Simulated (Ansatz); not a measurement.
```json
{"atom": "P", "x (Å)": "-0.0354", "y (Å)": "0.0345", "z (Å)": "-0.9531"}
{"atom": "P", "x (Å)": "-0.0037", "y (Å)": "-0.0377", "z (Å)": "0.9781"}
```

Basis set: 6-31G* (spherical functions). Frozen core: 10 orbitals. Charge 0, multiplicity 1.

Computed with Ansatz (development build ahead of 0.2.0); each method stands on the lowest determinant of its kind that the runs found. Restricted open shells among the atoms or ions are ROHF, correlated in semicanonical orbitals with singles.

(1) Give the atomization energy at this shape (free ground-state atoms in the same class of orbitals less the molecule, no zero-point energy) of singlet P2 by RHF-MP2, RHF.

Results:

(1)

```json
{"method": "RHF-MP2", "atomization energy": "93.00 kcal/mol"}
{"method": "RHF", "atomization energy": "25.30 kcal/mol"}
```

Caution: in another basis set an unrestricted determinant lies well below.
